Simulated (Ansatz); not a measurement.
## Worked example: correlation energy of HGe–GeH, triplet

Geometry: a PBE0/def2-TZVP stationary point for this spin, not checked as a minimum.

```yaml
atoms:
  - { symbol: Ge, position_ang: [0.0000, -0.0625, 1.2017] }
  - { symbol: Ge, position_ang: [0.0000, 0.0625, -1.2017] }
  - { symbol: H, position_ang: [0.0000, 1.4524, 1.6545] }
  - { symbol: H, position_ang: [0.0000, -1.4524, -1.6545] }
```

Basis cc-pVTZ; Ansatz 0.2.0. Correlated methods freeze the noble-gas cores and the filled d shells of p-block atoms, which leaves 10 electrons in 86 orbitals. Prefix R: restricted or restricted open-shell reference; prefix U: unrestricted. No spin–orbit coupling is included, and no scalar relativity.

Full CI isn't at hand for all of this; UCCSDT(Q) serves as the reference, and is uncertain by about the last step of the cluster series.

Runs differ by some tens of microhartree through their thresholds and, for an open shell, their frozen cores, so steps under 0.03 kcal/mol mean nothing.

```tsv
level	total energy (hartree)
UHF	-4151.916047
UMP2	-4152.094648
UCCSD	-4152.130120
UCCSD(T)	-4152.140375
UCCSDT	-4152.142171
UCCSDT(Q)	-4152.142861
```

**Question.** What is the correlation energy at UCCSDT(Q), and what share of it do UMP2 and UCCSDT recover?

**Answer.** E(corr) = -4152.142861 − (-4151.916047) = -0.226814 hartree = -6.172 eV. UMP2: -0.178601 / -0.226814 = 78.74 %. UCCSDT: -0.226124 / -0.226814 = 99.70 %.

**Question.** By how many kcal/mol does UCCSD(T) miss UCCSDT(Q) (1 hartree = 627.509 kcal/mol), and which steps make up the rest?

**Answer.** -4152.140375 − (-4152.142861) = 0.002486 hartree = 1.56 kcal/mol. Steps: UCCSDT − UCCSD(T) = -1.13, UCCSDT(Q) − UCCSDT = -0.43 kcal/mol. Differences between like states or geometries often cancel part of this.
